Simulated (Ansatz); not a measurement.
# Worked example: the enthalpy of formation of C6H6 (benzene)

The species is C6H6 (12 atoms), meant as a singlet with charge 0. As SMILES, `c1ccccc1`. Geometry: relaxed at PBE0-D4/def2-TZVP.

Total energies at revPBE/def2-SVP (Ansatz 0.2.0); the atoms run unrestricted:

```tsv
species	state	energy (Eh)
C6H6	singlet	-232.017568
C	triplet	-37.801039
H	doublet	-0.503193
```

Harmonic wavenumbers at HF/6-31G*, in cm⁻¹: 453, 453, 665, 665, 765, 777, 961, 961, 1083, 1096, 1100, 1100, 1136, 1142, 1142, 1197, 1294, 1294, 1351, 1508, 1652, 1652, 1797, 1797, 3348, 3359, 3359, 3378, 3378, 3389.

Measured heats of formation of the gaseous atoms at 298.15 K, in kJ/mol: C 716.9, H 218.0. Spin-orbit lowering of the atoms at 298 K (mean of the ground term's levels less their thermal mean, from spectra), in kJ/mol: C 0.02. Take 1 Eh = 2625.50 kJ/mol, 1 cm⁻¹ = 0.0119627 kJ/mol, RT = 2.479 kJ/mol.

Task: What heat of formation follows?

Result: 
1. Electronic atomisation energy: 6 × (-37.801039) + 6 × (-0.503193) − (-232.017568) = 2.192176 Eh = 5755.6 kJ/mol.
2. Zero-point energy: half the sum of the wavenumbers, 23626 cm⁻¹ = 282.6 kJ/mol.
3. Thermal vibrational enthalpy, Σ hcν̃/(exp(hcν̃/kT) − 1): 3.3 kJ/mol. Translation, rotation and pV of a non-linear molecule: 4 RT = 9.9 kJ/mol.
4. The 12 free atoms carry 5/2 RT each: 74.4 kJ/mol.
5. Spin-orbit coupling lowers the free atoms by 6 × 0.02 = 0.1 kJ/mol.
6. Atomisation enthalpy at 298 K: 5755.6 − 0.1 − 282.6 − 3.3 − 9.9 + 74.4 = 5534.1 kJ/mol.
7. Sum of the atoms' heats of formation: 5609.4 kJ/mol. Heat of formation: 5609.4 − 5534.1 = +75.3 kJ/mol.

The tabulated value is +83.2 kJ/mol (Active Thermochemical Tables), so this level is off by -7.9 kJ/mol, or 0.1 % of the atomisation enthalpy that the table implies (5526.1 kJ/mol). So close a hit in a small basis owes something to errors that cancel. Anharmonicity and any spin-orbit splitting of the molecule are left out.
